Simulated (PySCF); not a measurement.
# H2S: the cost of one run

The runs use PySCF 2.14.0, with density-fitted response routines of our own; the level of theory stands in each step. All values are computed, except where a source is named. Atoms are numbered from 0 throughout.

## (1) The molecule as given

3 atoms, charge 0, multiplicity 1; geometry from: GFN2-xTB.

Bonds of the start (Å): S0–H1 1.33, S0–H2 1.33.

## (2) Optimising the geometry at PBE0-D3(BJ)/def2-TZVP

The job: settings as JSON, then the geometry in Å.

```
{"job": {"xc": "PBE0", "basis": "def2-TZVP", "d3": "d3bj", "grid": 2, "kind": "geom"}, "charge": 0, "multiplicity": 1}
S     -0.002780     0.054270    -0.000280
H     -0.911110    -0.913110    -0.000510
H      1.001310    -0.813120     0.009500
```

**Question.** How long does this first job take on 2 threads of AMD EPYC (Zen 3), shared host?

About 3.4 s.
